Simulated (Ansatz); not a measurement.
Take a crystal in which Ca has been replaced by Be on all its sites, with the cell rescaled by a rough guess (in some cases also distorted within its space group) and nothing relaxed:

```
Ba Be
1.0
    -2.88826    2.88826    5.64204
     2.88826   -2.88826    5.64204
     2.88826    2.88826   -5.64204
Ba Be
3 1
Direct
  0.75000 0.25000 0.50000
  0.25000 0.75000 0.50000
  0.50000 0.50000 0.00000
  0.00000 0.00000 0.00000
```

The calculation used DFT PBEsol, scalar-relativistic, plane waves, PAW in Ansatz 0.2.0.

Plane waves to 420 eV, a k mesh through Γ of 10×10×10 on the computed 4-atom cell and Gaussian smearing (0.10 eV); no spin polarisation.

Task: Will this cell want to expand or contract, and how hard?

Result: The pressure is -1.9 GPa (positive in compression), so the cell would contract.

Task: Is it a metal on this mesh?

Result: Yes, a band crosses the Fermi level.

Task: What is its energy against the elements in their standard states?

Result: +0.571 eV/atom at this unrelaxed geometry, with the elements in the same functional.

Spin-orbit coupling is left out, which matters for the bands of heavy elements.